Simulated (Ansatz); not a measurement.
Relaxation of CH2Cl2O2 (7 atoms, charge 0, multiplicity 1), to a largest force component of 0.015 eV/Å in at most 40 steps.

Computed with Ansatz, RKS PBE0-D4/def2-SVP.

```xyz
7
Properties=species:S:1:pos:R:3
O -0.530 0.593 0.967
C -0.007 0.083 -0.199
O -0.222 1.039 -1.177
Cl 1.666 -0.204 -0.084
Cl -0.855 -1.398 -0.641
H -1.498 0.350 0.895
H -1.139 0.757 -1.556
```

Task: Where does it end, and by what steps?

Result: The forces met the threshold. After 14 steps the energy has fallen by 0.578 eV; H7 moved furthest, 0.68 Å.

```json
{"step": "0", "energy less start (eV)": "0.0000", "largest force component (eV/Å)": "2.561", "accepted": "yes"}
{"step": "1", "energy less start (eV)": "-0.3050", "largest force component (eV/Å)": "1.480", "accepted": "yes"}
{"step": "2", "energy less start (eV)": "-0.3771", "largest force component (eV/Å)": "0.765", "accepted": "yes"}
{"step": "3", "energy less start (eV)": "-0.3958", "largest force component (eV/Å)": "0.324", "accepted": "yes"}
{"step": "4", "energy less start (eV)": "-0.3994", "largest force component (eV/Å)": "0.642", "accepted": "yes"}
{"step": "5", "energy less start (eV)": "-0.4212", "largest force component (eV/Å)": "0.561", "accepted": "yes"}
{"step": "6", "energy less start (eV)": "-0.4300", "largest force component (eV/Å)": "1.099", "accepted": "yes"}
{"step": "7", "energy less start (eV)": "-0.4611", "largest force component (eV/Å)": "1.060", "accepted": "yes"}
{"step": "8", "energy less start (eV)": "-0.5328", "largest force component (eV/Å)": "0.519", "accepted": "yes"}
{"step": "9", "energy less start (eV)": "-0.5689", "largest force component (eV/Å)": "0.179", "accepted": "yes"}
{"step": "10", "energy less start (eV)": "-0.5701", "largest force component (eV/Å)": "0.481", "accepted": "yes"}
{"step": "11", "energy less start (eV)": "-0.4421", "largest force component (eV/Å)": "2.875", "accepted": "no"}
{"step": "12", "energy less start (eV)": "-0.5772", "largest force component (eV/Å)": "0.106", "accepted": "yes"}
{"step": "13", "energy less start (eV)": "-0.5775", "largest force component (eV/Å)": "0.039", "accepted": "yes"}
{"step": "14", "energy less start (eV)": "-0.5776", "largest force component (eV/Å)": "0.002", "accepted": "yes"}
```

```xyz
7
Properties=species:S:1:pos:R:3
O -0.491 0.358 1.105
C -0.179 0.072 -0.166
O -0.658 1.030 -0.992
Cl 1.600 -0.088 -0.266
Cl -0.887 -1.550 -0.684
H -1.412 0.657 1.116
H -0.558 0.741 -1.908
```

Run time: 50 s on 1 thread of Arm Neoverse V2, on a shared host, peak memory 0.18 GiB.
